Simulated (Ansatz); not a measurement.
## Ansatz (development build ahead of 0.2.0) run

```yaml
crystal:
  periodic: [false, false, false]
  atoms:
    - { symbol: H, position_ang: [0.0, 0.0, 0.4585] }
    - { symbol: F, position_ang: [0.0, 0.0, -0.4585] }
basis:
  gaussian: { orbitals: STO-3G }
magnetization:
  spin_polarized: true
hamiltonian:
  xc: hf
correlation:
  method: ccsd_t
  frozen_orbitals: { F: 1, H: 0 }
```

The input is written out in the form of the current development build from the run's settings.

The run gave:

```
Converged                       : yes
Reference energy                : -98.57078 hartree
CCSD correlation energy         : -0.02582 hartree
Triples correction              : 0.00000 hartree
Total energy                    : -98.59660 hartree
Spin squared of the determinant : 0.000
```
